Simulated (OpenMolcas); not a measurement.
# HCl (SMILES Cl): a chain of runs

We compute a series of 9 runs (HF/3-21G, CASSCF(8,5)/3-21G, CASPT2(8,5)/3-21G, CASPT2[IPEA 0](8,5)/3-21G, SC-NEVPT2(8,5)/3-21G, PC-NEVPT2(8,5)/3-21G, MC-PDFT[tPBE](8,5)/3-21G, MRCI(8,5)/3-21G, and more) of HCl. 

The calculation is run with OpenMolcas 26.06.

1 further run of the same task is left out (set aside as unsound or not needed).

**1. The molecule**

The species is HCl (2 atoms), meant as a singlet with charge 0. SMILES: `Cl`. The Cl1–H2 distance was set to 1.918 Å, away from the relaxed value.

Bond lengths: Cl1–H2 1.918 Å.

**2. The energy at HF/3-21G (run 1)**

The input, step1.inp:

```
* ClH Hartree-Fock
&gateway
baslib = $CurrDir
coord
2
angstrom
Cl       1.092011      -0.357004       0.561606
H       -0.546000       0.178500      -0.280800
basis = 3-21G
group = NoSym
&seward
&scf
prorbitals = 1 1
```

The basis set 3-21G is read from a file made from the Basis Set Exchange's data (not shown).

Command:

```
export MOLCAS_MEM=1860
pymolcas step1.inp > step1.log
```

What it wrote:

```text
--- Start Module: gateway ---
[...]
--- Stop Module: gateway /rc=_RC_ALL_IS_WELL_ ---
--- Start Module: seward ---
[...]
      Basis functions           15
--- Stop Module: seward /rc=_RC_ALL_IS_WELL_ ---
--- Start Module: scf ---
[...]
       Convergence after   8 Iterations
[...]
::    Total SCF energy                               -457.7871726652
[...]
      Total spin, S                                     0.0000000000
[...]
      Total electronic charge=   18.000000
      Total            charge=   -0.000000
[...]
      Dipole Moment (debye):
      Origin of the operator (angstrom)=    1.0461   -0.3420    0.5380
                   X= -1.9676E+00               Y=  6.4327E-01               Z= -1.0119E+00           Total=  2.3042E+00
      Quadrupole Moment (debye*angstrom):
[...]
--- Stop Module: scf /rc=_RC_ALL_IS_WELL_ ---
[...]
```

Wall time 1.3 s (1 thread of Arm Neoverse V2, shared host); peak memory 0.37 GiB.

**3. A single-point energy at CASSCF(8,5)/3-21G (run 2)**

The input, step2.inp:

```
&gateway
  baslib=$CurrDir
  coord
  2
  angstrom
  Cl       1.092011      -0.357004       0.561606
  H       -0.546000       0.178500      -0.280800
  basis=3-21G
  group=NoSym

&seward

&rasscf
  fileorb=$CurrDir/step1.ScfOrb
  spin=1
  nactel=8 0 0
  inactive=5
  ras2=5
  orblisting=Nothing
```

The basis set 3-21G is read from a file made from the Basis Set Exchange's data (not shown).

Command:

```
export MOLCAS_MEM=1860
pymolcas step2.inp > step2.log
```

What it wrote:

```text
--- Start Module: gateway ---
[...]
--- Stop Module: gateway /rc=_RC_ALL_IS_WELL_ ---
--- Start Module: seward ---
[...]
      Basis functions           15
--- Stop Module: seward /rc=_RC_ALL_IS_WELL_ ---
--- Start Module: rasscf ---
[...]
      Number of active orbitals                  5
[...]
      Spin quantum number                      0.0
[...]
      Active orbitals                            5
[...]
      Number of CSFs                            15
[...]
      Number of root(s) required                 1
[...]
      Convergence after  7 iterations
[...]
      printout of CI-coefficients larger than  0.05 for root  1
      energy=    -457.835059
      conf/sym  11111     Coeff  Weight
             1  22220  -0.95794 0.91765
            13  20222   0.28604 0.08182
      Natural orbitals and occupation numbers for root  1
      sym 1:   1.999434   1.836357   1.999753   1.999753   0.164703
      ************************************************************************************************************************
      *                                                    Final results                                                     *
[...]
::    RASSCF root number  1 Total energy:   -457.83505897
[...]
      Total electronic charge=   18.000000
      Total            charge=   -0.000000
[...]
      Dipole Moment (debye):
      Origin of the operator (angstrom)=    1.0461   -0.3420    0.5380
                   X= -1.0876E+00               Y=  3.5555E-01               Z= -5.5932E-01           Total=  1.2736E+00
      Quadrupole Moment (debye*angstrom):
[...]
--- Stop Module: rasscf /rc=_RC_ALL_IS_WELL_ ---
[...]
```

Wall time 1.3 s (1 thread of Arm Neoverse V2, shared host); peak memory 0.37 GiB.

Runs 3 to 8 aren't shown in full; the table further down has their settings and results.

**4. The energy at MRACPF(8,5)/3-21G (run 9)**

The input, step9.input:

```
&GATEWAY
 BasLib
 $CurrDir
 Coord
 2
 angstrom
 Cl       1.092011      -0.357004       0.561606
 H       -0.546000       0.178500      -0.280800
 Basis
 3-21G
 Group
 NoSym

&SEWARD

&RASSCF
 FileOrb
 $CurrDir/step2.RasOrb
 Spin
 1
 Nactel
 8 0 0
 Inactive
 5
 Ras2
 5
 OrbListing
 Nothing

&MOTRA
 LumOrb
 Frozen
 5

&GUGA
 Electrons
 8
 Spin
 1
 Inactive
 0
 Active
 5
 CIAll
 1

&MRCI
 ACPF
```

The basis set 3-21G is read from a file made from the Basis Set Exchange's data (not shown).

Command:

```
export MOLCAS_MEM=1860
pymolcas step9.input > step9.log
```

What it wrote:

```text
--- Start Module: gateway ---
[...]
--- Stop Module: gateway /rc=_RC_ALL_IS_WELL_ ---
[...]
      Basis functions           15
[...]
      Number of active orbitals                  5
[...]
      Spin quantum number                      0.0
[...]
      Active orbitals                            5
[...]
      Number of CSFs                            15
[...]
      Number of root(s) required                 1
[...]
      Convergence after  4 iterations
[...]
      printout of CI-coefficients larger than  0.05 for root  1
      energy=    -457.835059
      conf/sym  11111     Coeff  Weight
             1  22220  -0.95794 0.91765
            13  20222   0.28604 0.08182
      Natural orbitals and occupation numbers for root  1
      sym 1:   1.999434   1.836357   1.999753   1.999753   0.164703
      ************************************************************************************************************************
      *                                                    Final results                                                     *
[...]
::    RASSCF root number  1 Total energy:   -457.83505897
[...]
      Dipole Moment (debye):
      Origin of the operator (angstrom)=    1.0461   -0.3420    0.5380
                   X= -1.0876E+00               Y=  3.5555E-01               Z= -5.5932E-01           Total=  1.2736E+00
      Quadrupole Moment (debye*angstrom):
[...]
      *** WARNING: Default frozen orbitals is overwritten by user input.
      *** Default values:   5
[...]
--- Start Module: guga ---
[...]
--- Stop Module: guga /rc=_RC_ALL_IS_WELL_ ---
--- Start Module: mrci ---
[...]
       USE THE DEFAULT ACPF G-VALUE GFAC=  0.25000000000000000
[...]
    MR ACPF CALCULATION.
[...]
            REFERENCE CI ENERGY:  -457.83505897
[...]
        ACPF CORRELATION ENERGY:    -0.03954956
                    ACPF ENERGY:  -457.87460854
[...]
      Total electronic charge=   18.000000
      Total            charge=   -0.000000
[...]
  ACPF State   1     Total energy:   -457.87460854
[...]
--- Stop Module: mrci /rc=_RC_ALL_IS_WELL_ ---
[...]
```

Run time: 1.4 s. Hardware: 1 thread of Arm Neoverse V2, shared host; peak memory 0.37 GiB.

**5. Overview of the runs**

| run | level | active rule | inactive | energy (Eh) | dipole moment (D) of the reference | wall time |
| --- | --- | --- | --- | --- | --- | --- |
| 1 | HF/3-21G | – | – | -457.787173 | 2.30 | 1.3 s |
| 2 | CASSCF(8,5)/3-21G | full valence | 5 | -457.835059 | 1.27 | 1.3 s |
| 3 | CASPT2(8,5)/3-21G | full valence | 5 | -457.869245 | 1.27 | 1.4 s |
| 4 | CASPT2[IPEA 0](8,5)/3-21G | full valence | 5 | -457.869714 | 1.27 | 1.4 s |
| 5 | SC-NEVPT2(8,5)/3-21G | full valence | 5 | -457.865001 | 1.27 | 1.4 s |
| 6 | PC-NEVPT2(8,5)/3-21G | full valence | 5 | -457.865453 | 1.27 | 1.4 s |
| 7 | MC-PDFT[tPBE](8,5)/3-21G | full valence | 5 | -458.305781 | 1.27 | 1.5 s |
| 8 | MRCI(8,5)/3-21G | full valence | 5 | -457.874085 | 1.27 | 1.4 s |
| 9 | MRACPF(8,5)/3-21G | full valence | 5 | -457.874609 | 1.27 | 1.4 s |

**6. What came out**

```
                                                quantity          value
                  run 9, MRACPF(8,5)/3-21G: total energy  -457.87461 Eh
run 9, MRACPF(8,5)/3-21G: dipole moment (CASSCF density)         1.27 D
```

In words: Below the HF energy at the same shape and in the same basis (3-21G): CASSCF(8,5) -47.9 mEh; CASPT2(8,5) -82.1 mEh; CASPT2[IPEA 0](8,5) -82.5 mEh; SC-NEVPT2(8,5) -77.8 mEh; PC-NEVPT2(8,5) -78.3 mEh; MRCI(8,5) -86.9 mEh. Active-space methods hold only the correlation inside their space unless a perturbation or CI step follows. All runs together took 12 s, the longest 1.5 s.
